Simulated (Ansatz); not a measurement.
One change: `O[SiH]` becomes `CO[SiH]`.

Ansatz, PBE0-D4/def2-TZVP geometries, multiplicity 1. 

| property | `O[SiH]` |
| --- | --- |
| HOMO–LUMO gap (PBE0/def2-TZVPP) / eV | 4.42 |
| LUMO energy (ωB97M-V/def2-TZVPP) / eV | -0.04 |
| HOMO energy (B3LYP/def2-TZVPP) / eV | -6.31 |
| HOMO energy (PBE0/def2-TZVPP) / eV | -6.47 |
| LUMO energy (B3LYP/def2-TZVPP) / eV | -2.25 |
| ideal-gas entropy at 298 K and 1 bar (rigid rotor, harmonic PBE0-D4/def2-TZVP) / J/(mol·K) | 242 |

Task: What does the change do to each property? (An estimate is asked.)

Result: Computed: 
```csv
property,`CO[SiH]`,shift
HOMO–LUMO gap (PBE0/def2-TZVPP) / eV,4.58,0.16
LUMO energy (ωB97M-V/def2-TZVPP) / eV,0.04,0.08
HOMO energy (B3LYP/def2-TZVPP) / eV,-6.36,-0.05
HOMO energy (PBE0/def2-TZVPP) / eV,-6.53,-0.06
LUMO energy (B3LYP/def2-TZVPP) / eV,-2.14,0.11
"ideal-gas entropy at 298 K and 1 bar (rigid rotor, harmonic PBE0-D4/def2-TZVP) / J/(mol·K)",280,38
```

With PBE0 the HOMO falls by 0.06 eV and the LUMO rises by 0.11 eV, so the gap widens by about 0.17 eV. PBE moves the HOMO by -0.09 eV and ωB97M-V by -0.05 eV. The zero-point energy changes by 74.3 kJ/mol with +9 modes.

B3LYP here is the variant with VWN-RPA as its local correlation; programs differ in this.
